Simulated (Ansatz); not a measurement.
# B₂PH (triplet): wave-function methods side by side at a displaced geometry (v2), cc-pVDZ

The task here is to estimate one member of a computed series from the others.

Method: cc-pVDZ, core rule «outside noble gas», up to 7 orbitals frozen; program: Ansatz 0.2.0, Gaussian basis.

Plan: UHF; CCSD(T) on ROHF; CCSD(T) on UHF; BCCD(T) on ROHF; CISD as a restricted active space (open shells left free, so some higher excitations enter); CCSDT(Q) on ROHF; CCSDT(Q) on UHF.

19 further runs of the same task are left out: 1 for a known fault of the program, 6 that didn't finish, 12 set aside as unsound or not needed. Runs told in other sessions of the task aren't counted.

## What is computed

The geometry is a PBE0/def2-TZVP stationary point (not a proven minimum) with its atoms shifted at random (size 0.100 Å).

4 atoms, charge 0, spin multiplicity 3.

Atoms are counted from 1 here; the program's logs count them from 0.

Bond lengths: B1–B2 1.549 Å, B1–H4 1.201 Å, B2–P3 1.773 Å. Angles: B2–B1–H4 172.8°, B1–B2–P3 171.3°.

The first run:

Input file in.yaml:

```yaml
crystal:
  periodic: [false, false, false]
  atoms:
    - {symbol: B, position_ang: [0.064568, 0.023749, 0.913066]}
    - {symbol: B, position_ang: [-0.100306, 0.032123, -0.626740]}
    - {symbol: P, position_ang: [-0.023685, -0.000301, -2.397820]}
    - {symbol: H, position_ang: [0.059423, -0.055571, 2.111494]}
basis:
  gaussian: {orbitals: cc-pVDZ}
magnetization: {spin_polarized: true, initial_magnetization: 2}
hamiltonian: {xc: hf}
output: {orbitals: {seedname: orbitals}}
```

Started as:

```sh
ansatz run in.yaml --threads 1 --pin off --events-out ev --progress --plain --max-ram 2393MiB
```

Among the steps run: UHF; CCSD(T) on ROHF; CCSD(T) on UHF; BCCD(T) on ROHF; CISD as a restricted active space (open shells left free, so some higher excitations enter); CCSDT(Q) on ROHF; CCSDT(Q) on UHF.

One of the session's tables, all rows but one given; the rest of the session is left out.

```
   method  from RCCSDT(Q) (meV)
     ROHF               +7938.6
     RMP2               +1750.6
     UMP2               +1804.1
     CISD               +1401.6
    RCCSD                +654.2
    UCCSD                +674.0
 RCCSD(T)                +282.6
 UCCSD(T)                +306.8
  BCCD(T)                +285.5
   RCCSDT                +111.1
   UCCSDT                +125.9
RCCSDT(Q)                     0
UCCSDT(Q)                     ?
```

Estimate the missing values for UCCSDT(Q).

The run gave: from RCCSDT(Q) (meV): +3.2. In the column «from RCCSDT(Q) (meV)» it lies between RCCSDT(Q) (0) and RCCSDT (+111.1).

Left out of the table: UHF (another determinant or state than the rows shown).

Caveats from the session: The determinant of HF (⟨S²⟩ 2.54) is far from a pure spin state, so its energy mixes those of several spin states; that is harmless only where they are near-degenerate. The report flags that the cluster equations may have other roots. The program flags RCCSDT(Q), UCCSDT(Q) as in doubt, so the zero of the table is itself unsure. Warnings: spin contamination; coupled cluster took another determinant than the lowest. Restricted and unrestricted rows rest on different reference determinants; a gap between their highest levels can come from leftover correlation error, from unlike frozen cores or from another state.
